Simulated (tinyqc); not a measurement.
Inside a calculation (part 2 of 2). Method: UHF in the sto-3g basis, for LiH+, spin multiplicity 2. Computed by tinyqc, a small Python program that keeps every step (integrals from PySCF). Command: `OMP_NUM_THREADS=1 python tinyqc.py 25288 25289 out.jsonl` (the two numbers bound the seeds that draw the settings). One thread of a shared host (Intel(R) Xeon(R) Processor @ 2.60GHz), about 0.09 s of CPU time with the checks.

Geometry (angstrom):
```
atom         x         y         z
Li    0.000000  0.000000  0.000000
H     0.000000  0.000000  1.959000
```

## Iteration 3: building the Fock matrix

D(alpha) after iteration 2, order 1Li 1s, 1Li 2s, 1Li 2px, 1Li 2py, 1Li 2pz, 2H 1s:
```
[[1.000966, -0.013483, 0.000000, 0.000000, -0.020297, -0.089940],
 [-0.013483, 0.109745, 0.000000, 0.000000, 0.064074, 0.251735],
 [0.000000, 0.000000, 0.000000, 0.000000, 0.000000, 0.000000],
 [0.000000, 0.000000, 0.000000, 0.000000, 0.000000, 0.000000],
 [-0.020297, 0.064074, 0.000000, 0.000000, 0.037564, 0.147707],
 [-0.089940, 0.251735, 0.000000, 0.000000, 0.147707, 0.580919]]
```

D(beta) after iteration 2, order 1Li 1s, 1Li 2s, 1Li 2px, 1Li 2py, 1Li 2pz, 2H 1s:
```
[[0.983438, 0.032674, 0.000000, 0.000000, 0.002388, -0.003608],
 [0.032674, 0.001086, 0.000000, 0.000000, 0.000079, -0.000120],
 [0.000000, 0.000000, 0.000000, 0.000000, 0.000000, 0.000000],
 [0.000000, 0.000000, 0.000000, 0.000000, 0.000000, 0.000000],
 [0.002388, 0.000079, 0.000000, 0.000000, 0.000006, -0.000009],
 [-0.003608, -0.000120, 0.000000, 0.000000, -0.000009, 0.000013]]
```

core Hamiltonian H = T + V (hartree), order 1Li 1s, 1Li 2s, 1Li 2px, 1Li 2py, 1Li 2pz, 2H 1s:
```
[[-4.676221, -1.049718, 0.000000, 0.000000, -0.010744, -0.136014],
 [-1.049718, -1.358394, 0.000000, 0.000000, -0.101346, -0.494147],
 [0.000000, 0.000000, -1.104855, 0.000000, 0.000000, 0.000000],
 [0.000000, 0.000000, 0.000000, -1.104855, 0.000000, 0.000000],
 [-0.010744, -0.101346, 0.000000, 0.000000, -1.184167, -0.653346],
 [-0.136014, -0.494147, 0.000000, 0.000000, -0.653346, -1.276584]]
```

Two-electron integrals (ij|kl) in chemists' order, unique and non-zero (hartree):
```
(11|11) 1.680395   (21|11) 0.265420   (21|21) 0.049941   (22|11) 0.397727
(22|21) 0.092860   (22|22) 0.290562   (31|31) 0.008981   (32|31) 0.013788
(32|32) 0.064184   (33|11) 0.396640   (33|21) 0.092880   (33|22) 0.290497
(33|33) 0.312946   (41|41) 0.008981   (42|41) 0.013788   (42|42) 0.064184
(43|43) 0.016869   (44|11) 0.396640   (44|21) 0.092880   (44|22) 0.290497
(44|33) 0.279207   (44|44) 0.312946   (51|51) 0.008981   (52|51) 0.013788
(52|52) 0.064184   (53|53) 0.016869   (54|54) 0.016869   (55|11) 0.396640
(55|21) 0.092880   (55|22) 0.290497   (55|33) 0.279207   (55|44) 0.279207
(55|55) 0.312946   (61|11) 0.032116   (61|21) 0.006090   (61|22) 0.011598
(61|33) 0.011462   (61|44) 0.011462   (61|51) 0.000754   (61|52) 0.001471
(61|55) 0.011875   (61|61) 0.000818   (62|11) 0.101526   (62|21) 0.024115
(62|22) 0.083269   (62|33) 0.078602   (62|44) 0.078602   (62|51) 0.003811
(62|52) 0.025802   (62|55) 0.092526   (62|61) 0.003548   (62|62) 0.043787
(63|31) 0.001632   (63|32) 0.008310   (63|53) 0.003664   (63|63) 0.002622
(64|41) 0.001632   (64|42) 0.008310   (64|54) 0.003664   (64|64) 0.002622
(65|11) 0.133938   (65|21) 0.032065   (65|22) 0.114240   (65|33) 0.106379
(65|44) 0.106379   (65|51) 0.005871   (65|52) 0.039707   (65|55) 0.129850
(65|61) 0.004850   (65|62) 0.064967   (65|65) 0.097233   (66|11) 0.269925
(66|21) 0.065013   (66|22) 0.248136   (66|33) 0.226608   (66|44) 0.226608
(66|51) 0.010577   (66|52) 0.092144   (66|55) 0.291076   (66|61) 0.009778
(66|62) 0.168165   (66|65) 0.257467   (66|66) 0.774606
```

nuclear repulsion = 0.81037858 hartree

J_ij = sum D_kl (ij|kl) with D = D(alpha) + D(beta), K_ij = sum D_kl (ik|jl) for each spin; F = H + J - K(s); E = tr D H + tr D J / 2 - 0.5 sum_s tr D(s) K(s) + E_nn.

Coulomb J (hartree), order 1Li 1s, 1Li 2s, 1Li 2px, 1Li 2py, 1Li 2pz, 2H 1s:
```
[[3.645207, 0.600635, 0.000000, 0.000000, 0.011103, 0.074604],
 [0.600635, 1.053562, 0.000000, 0.000000, 0.085710, 0.356527],
 [0.000000, 0.000000, 1.033822, 0.000000, 0.000000, 0.000000],
 [0.000000, 0.000000, 0.000000, 1.033822, 0.000000, 0.000000],
 [0.011103, 0.085710, 0.000000, 0.000000, 1.086405, 0.499521],
 [0.074604, 0.356527, 0.000000, 0.000000, 0.499521, 1.196860]]
```

exchange K(alpha) (hartree), order 1Li 1s, 1Li 2s, 1Li 2px, 1Li 2py, 1Li 2pz, 2H 1s:
```
[[1.678666, 0.272502, 0.000000, 0.000000, 0.000369, 0.033995],
 [0.272502, 0.152429, 0.000000, 0.000000, 0.109860, 0.212754],
 [0.000000, 0.000000, 0.022792, 0.000000, 0.000000, 0.000000],
 [0.000000, 0.000000, 0.000000, 0.022792, 0.000000, 0.000000],
 [0.000369, 0.109860, 0.000000, 0.000000, 0.141197, 0.261592],
 [0.033995, 0.212754, 0.000000, 0.000000, 0.261592, 0.626258]]
```

exchange K(beta) (hartree), order 1Li 1s, 1Li 2s, 1Li 2px, 1Li 2py, 1Li 2pz, 2H 1s:
```
[[1.669730, 0.275360, 0.000000, 0.000000, 0.000487, 0.034466],
 [0.275360, 0.055304, 0.000000, 0.000000, 0.000136, 0.007057],
 [0.000000, 0.000000, 0.009790, 0.000000, 0.000000, 0.000000],
 [0.000000, 0.000000, 0.000000, 0.009790, 0.000000, 0.000000],
 [0.000487, 0.000136, 0.000000, 0.000000, 0.009752, 0.000922],
 [0.034466, 0.007057, 0.000000, 0.000000, 0.000922, 0.001012]]
```

F(alpha) (hartree), order 1Li 1s, 1Li 2s, 1Li 2px, 1Li 2py, 1Li 2pz, 2H 1s:
```
[[-2.709680, -0.721585, 0.000000, 0.000000, -0.000010, -0.095405],
 [-0.721585, -0.457262, 0.000000, 0.000000, -0.125496, -0.350374],
 [0.000000, 0.000000, -0.093825, 0.000000, 0.000000, 0.000000],
 [0.000000, 0.000000, 0.000000, -0.093825, 0.000000, 0.000000],
 [-0.000010, -0.125496, 0.000000, 0.000000, -0.238959, -0.415417],
 [-0.095405, -0.350374, 0.000000, 0.000000, -0.415417, -0.705982]]
```

F(beta) (hartree), order 1Li 1s, 1Li 2s, 1Li 2px, 1Li 2py, 1Li 2pz, 2H 1s:
```
[[-2.700745, -0.724442, 0.000000, 0.000000, -0.000128, -0.095876],
 [-0.724442, -0.360137, 0.000000, 0.000000, -0.015773, -0.144677],
 [0.000000, 0.000000, -0.080823, 0.000000, 0.000000, 0.000000],
 [0.000000, 0.000000, 0.000000, -0.080823, 0.000000, 0.000000],
 [-0.000128, -0.015773, 0.000000, 0.000000, -0.107514, -0.154747],
 [-0.095876, -0.144677, 0.000000, 0.000000, -0.154747, -0.080736]]
```

total energy of this density = -7.61385580 hartree

## Iteration 3: diagonalisation and new density

X, order 1Li 1s, 1Li 2s, 1Li 2px, 1Li 2py, 1Li 2pz, 2H 1s:
```
[[0.245899, 0.775434, 0.000000, 0.000000, 0.605169, 0.191787],
 [-0.681757, -0.606947, 0.000000, 0.000000, 0.477469, 0.378114],
 [0.000000, 0.000000, 0.722910, -0.690942, 0.000000, 0.000000],
 [0.000000, 0.000000, 0.690942, 0.722910, 0.000000, 0.000000],
 [-0.803138, 0.477978, 0.000000, 0.000000, -0.463994, 0.414545],
 [1.010746, -0.218241, 0.000000, 0.000000, -0.193861, 0.537780]]
```

overlap S, order 1Li 1s, 1Li 2s, 1Li 2px, 1Li 2py, 1Li 2pz, 2H 1s:
```
[[1.000000, 0.241137, 0.000000, 0.000000, 0.000000, 0.030357],
 [0.241137, 1.000000, 0.000000, 0.000000, 0.000000, 0.308115],
 [0.000000, 0.000000, 1.000000, 0.000000, 0.000000, 0.000000],
 [0.000000, 0.000000, 0.000000, 1.000000, 0.000000, 0.000000],
 [0.000000, 0.000000, 0.000000, 0.000000, 1.000000, 0.432083],
 [0.030357, 0.308115, 0.000000, 0.000000, 0.432083, 1.000000]]
```

A level shift of 0.2 hartree raises the virtual space: F + shift (S - S D(s) S), with D(s) the density of one spin. Diagonalise F' = X^T F X, C = X C', fill 2 alpha and 1 beta electrons from the bottom; D(s) = C_occ C_occ^T. Each column has its largest component positive (the first on a tie).

F' = X^T F X (alpha) (hartree):
```
[[0.155145, -0.172674, 0.000000, 0.000000, -0.131683, -0.281314],
 [-0.172674, -0.998720, 0.000000, 0.000000, -1.261605, -0.326780],
 [0.000000, 0.000000, 0.106175, 0.000000, 0.000000, 0.000000],
 [0.000000, 0.000000, 0.000000, 0.106175, 0.000000, 0.000000],
 [-0.131683, -1.261605, 0.000000, 0.000000, -1.434345, -0.478610],
 [-0.281314, -0.326780, 0.000000, 0.000000, -0.478610, -0.892381]]
```

orbital energies (alpha) (hartree): [-2.711719, -0.752408, 0.046710, 0.106175, 0.106175, 0.247116]

coefficients C (alpha), order 1Li 1s, 1Li 2s, 1Li 2px, 1Li 2py, 1Li 2pz, 2H 1s:
```
[[0.992413, -0.100669, -0.245577, 0.000000, 0.000000, -0.097206],
 [0.029941, 0.257829, 0.954505, 0.000000, 0.000000, 0.475049],
 [0.000000, 0.000000, 0.000000, 0.856927, 0.515437, 0.000000],
 [0.000000, 0.000000, 0.000000, -0.515437, 0.856927, 0.000000],
 [0.002088, 0.196014, -0.369724, 0.000000, 0.000000, 1.041878],
 [-0.001452, 0.799874, -0.272030, 0.000000, 0.000000, -0.825968]]
```

F' = X^T F X (beta) (hartree):
```
[[0.344179, -0.232817, 0.000000, 0.000000, -0.202788, -0.043712],
 [-0.232817, -0.940321, 0.000000, 0.000000, -1.216536, -0.498371],
 [0.000000, 0.000000, 0.119177, 0.000000, 0.000000, 0.000000],
 [0.000000, 0.000000, 0.000000, 0.119177, 0.000000, 0.000000],
 [-0.202788, -1.216536, 0.000000, 0.000000, -1.393107, -0.630731],
 [-0.043712, -0.498371, 0.000000, 0.000000, -0.630731, -0.270112]]
```

orbital energies (beta) (hartree): [-2.703027, -0.017213, 0.071849, 0.119177, 0.119177, 0.389030]

coefficients C (beta), order 1Li 1s, 1Li 2s, 1Li 2px, 1Li 2py, 1Li 2pz, 2H 1s:
```
[[0.991957, -0.201291, -0.174486, 0.000000, 0.000000, 0.099166],
 [0.031965, 0.689515, 0.680295, 0.000000, 0.000000, -0.514654],
 [0.000000, 0.000000, 0.000000, 0.225241, 0.974303, 0.000000],
 [0.000000, 0.000000, 0.000000, 0.974303, -0.225241, 0.000000],
 [0.001777, 0.324189, -0.677108, 0.000000, 0.000000, -0.834898],
 [-0.003792, 0.405842, -0.248368, 0.000000, 0.000000, 1.081488]]
```

D(alpha) after iteration 3, order 1Li 1s, 1Li 2s, 1Li 2px, 1Li 2py, 1Li 2pz, 2H 1s:
```
[[0.995018, 0.003759, 0.000000, 0.000000, -0.017661, -0.081963],
 [0.003759, 0.067372, 0.000000, 0.000000, 0.050601, 0.206187],
 [0.000000, 0.000000, 0.000000, 0.000000, 0.000000, 0.000000],
 [0.000000, 0.000000, 0.000000, 0.000000, 0.000000, 0.000000],
 [-0.017661, 0.050601, 0.000000, 0.000000, 0.038426, 0.156784],
 [-0.081963, 0.206187, 0.000000, 0.000000, 0.156784, 0.639801]]
```

D(beta) after iteration 3, order 1Li 1s, 1Li 2s, 1Li 2px, 1Li 2py, 1Li 2pz, 2H 1s:
```
[[0.983978, 0.031708, 0.000000, 0.000000, 0.001763, -0.003761],
 [0.031708, 0.001022, 0.000000, 0.000000, 0.000057, -0.000121],
 [0.000000, 0.000000, 0.000000, 0.000000, 0.000000, 0.000000],
 [0.000000, 0.000000, 0.000000, 0.000000, 0.000000, 0.000000],
 [0.001763, 0.000057, 0.000000, 0.000000, 0.000003, -0.000007],
 [-0.003761, -0.000121, 0.000000, 0.000000, -0.000007, 0.000014]]
```

Within a degenerate level the vectors are fixed only up to a rotation; this is one choice.

## Iteration 17 (converged): orbitals

converged F(alpha) (hartree), order 1Li 1s, 1Li 2s, 1Li 2px, 1Li 2py, 1Li 2pz, 2H 1s:
```
[[-2.719046, -0.726870, 0.000000, 0.000000, 0.000368, -0.096446],
 [-0.726870, -0.433716, 0.000000, 0.000000, -0.107845, -0.329114],
 [0.000000, 0.000000, -0.094225, 0.000000, 0.000000, 0.000000],
 [0.000000, 0.000000, 0.000000, -0.094225, 0.000000, 0.000000],
 [0.000368, -0.107845, 0.000000, 0.000000, -0.241535, -0.419761],
 [-0.096446, -0.329114, 0.000000, 0.000000, -0.419761, -0.722830]]
```

converged F(beta) (hartree), order 1Li 1s, 1Li 2s, 1Li 2px, 1Li 2py, 1Li 2pz, 2H 1s:
```
[[-2.715661, -0.726587, 0.000000, 0.000000, 0.000229, -0.095857],
 [-0.726587, -0.363777, 0.000000, 0.000000, -0.012044, -0.138276],
 [0.000000, 0.000000, -0.086663, 0.000000, 0.000000, 0.000000],
 [0.000000, 0.000000, 0.000000, -0.086663, 0.000000, 0.000000],
 [0.000229, -0.012044, 0.000000, 0.000000, -0.107521, -0.143766],
 [-0.095857, -0.138276, 0.000000, 0.000000, -0.143766, -0.034496]]
```

Diagonalise F' = X^T F X, C = X C', fill 2 alpha and 1 beta electrons from the bottom; D(s) = C_occ C_occ^T. Each column has its largest component positive (the first on a tie).

F' = X^T F X (alpha) (hartree):
```
[[-0.047651, -0.164477, 0.000000, 0.000000, -0.115465, -0.269390],
 [-0.164477, -1.104267, 0.000000, 0.000000, -1.165237, -0.360094],
 [0.000000, 0.000000, -0.094225, 0.000000, 0.000000, 0.000000],
 [0.000000, 0.000000, 0.000000, -0.094225, 0.000000, 0.000000],
 [-0.115465, -1.165237, 0.000000, 0.000000, -1.538274, -0.457028],
 [-0.269390, -0.360094, 0.000000, 0.000000, -0.457028, -0.892645]]
```

orbital energies (alpha) (hartree): [-2.721239, -0.756776, -0.152380, -0.094225, -0.094225, 0.047558]

coefficients C (alpha), order 1Li 1s, 1Li 2s, 1Li 2px, 1Li 2py, 1Li 2pz, 2H 1s:
```
[[0.992107, -0.080613, -0.250337, 0.000000, 0.000000, -0.106452],
 [0.031117, 0.177104, 0.956820, 0.000000, 0.000000, 0.506245],
 [0.000000, 0.000000, 0.000000, 0.529579, 0.848260, 0.000000],
 [0.000000, 0.000000, 0.000000, 0.848260, -0.529579, 0.000000],
 [0.001729, 0.188676, -0.383059, 0.000000, 0.000000, 1.038410],
 [-0.001715, 0.841693, -0.195322, 0.000000, 0.000000, -0.805869]]
```

F' = X^T F X (beta) (hartree):
```
[[0.168781, -0.229352, 0.000000, 0.000000, -0.197907, -0.014304],
 [-0.229352, -1.076243, 0.000000, 0.000000, -1.130886, -0.468515],
 [0.000000, 0.000000, -0.086663, 0.000000, 0.000000, 0.000000],
 [0.000000, 0.000000, 0.000000, -0.086663, 0.000000, 0.000000],
 [-0.197907, -1.130886, 0.000000, 0.000000, -1.494390, -0.595190],
 [-0.014304, -0.468515, 0.000000, 0.000000, -0.595190, -0.429579]]
```

orbital energies (beta) (hartree): [-2.717845, -0.205685, -0.127967, -0.086663, -0.086663, 0.220066]

coefficients C (beta), order 1Li 1s, 1Li 2s, 1Li 2px, 1Li 2py, 1Li 2pz, 2H 1s:
```
[[0.992178, -0.225625, 0.143351, 0.000000, 0.000000, 0.094357],
 [0.031143, 0.794521, -0.566009, 0.000000, 0.000000, -0.501521],
 [0.000000, 0.000000, 0.000000, 0.677493, 0.735529, 0.000000],
 [0.000000, 0.000000, 0.000000, 0.735529, -0.677493, 0.000000],
 [0.001545, 0.275815, 0.747690, 0.000000, 0.000000, -0.790896],
 [-0.003770, 0.317964, 0.250205, 0.000000, 0.000000, 1.110093]]
```

D(alpha) after iteration 17, order 1Li 1s, 1Li 2s, 1Li 2px, 1Li 2py, 1Li 2pz, 2H 1s:
```
[[0.990774, 0.016595, 0.000000, 0.000000, -0.013494, -0.069553],
 [0.016595, 0.032334, 0.000000, 0.000000, 0.033469, 0.149013],
 [0.000000, 0.000000, 0.000000, 0.000000, 0.000000, 0.000000],
 [0.000000, 0.000000, 0.000000, 0.000000, 0.000000, 0.000000],
 [-0.013494, 0.033469, 0.000000, 0.000000, 0.035602, 0.158804],
 [-0.069553, 0.149013, 0.000000, 0.000000, 0.158804, 0.708450]]
```

D(beta) after iteration 17, order 1Li 1s, 1Li 2s, 1Li 2px, 1Li 2py, 1Li 2pz, 2H 1s:
```
[[0.984416, 0.030899, 0.000000, 0.000000, 0.001533, -0.003741],
 [0.030899, 0.000970, 0.000000, 0.000000, 0.000048, -0.000117],
 [0.000000, 0.000000, 0.000000, 0.000000, 0.000000, 0.000000],
 [0.000000, 0.000000, 0.000000, 0.000000, 0.000000, 0.000000],
 [0.001533, 0.000048, 0.000000, 0.000000, 0.000002, -0.000006],
 [-0.003741, -0.000117, 0.000000, 0.000000, -0.000006, 0.000014]]
```

Within a degenerate level the vectors are fixed only up to a rotation; this is one choice.

## Convergence

Stop when the energy changes by less than 1e-09 hartree and every element of the error matrix X^T (F D S - S D F) X (for each spin) is below 9e-06.

Course of the cycle:
```
iteration  E (hartree)     change  largest element of the error matrix
1          -6.30880387          -                             7.94e-02
2          -7.59074986  -1.28e+00                             6.63e-02
3          -7.61385580  -2.31e-02                             3.29e-02
4          -7.61989804  -6.04e-03                             1.94e-02
5          -7.62153359  -1.64e-03                             1.10e-02
6          -7.62198243  -4.49e-04                             6.09e-03
7          -7.62210689  -1.24e-04                             3.35e-03
8          -7.62214169  -3.48e-05                             1.84e-03
9          -7.62215148  -9.79e-06                             1.00e-03
10         -7.62215425  -2.77e-06                             5.45e-04
11         -7.62215503  -7.85e-07                             2.95e-04
12         -7.62215526  -2.23e-07                             1.60e-04
13         -7.62215532  -6.36e-08                             8.62e-05
14         -7.62215534  -1.81e-08                             4.64e-05
15         -7.62215534  -5.18e-09                             2.50e-05
16         -7.62215535  -1.48e-09                             1.34e-05
17         -7.62215535  -4.23e-10                             7.22e-06
```

PySCF UHF in the same basis, after a stability check = -7.62215535 hartree

Converged in 17 iterations.

## Populations, bond orders and dipole

Mulliken: Z minus the diagonal of D S on the atom; Loewdin: the same with S^(1/2) D S^(1/2); Mayer order: 2 sum_s sum (D(s) S)_ij (D(s) S)_ji over the two atoms.

Charges (e):
```
atom  Mulliken   Loewdin  Mulliken spin
1Li   0.820730  0.773368       0.178994
2H    0.179270  0.226632       0.821006
```

Mayer bond orders:
```
pair     order
2-1   0.293811
```

dipole moment about the origin, x y z (debye): [0.000000, 0.000000, 0.652899]

<S^2> of the determinant (pure state: 0.75) = 0.750000
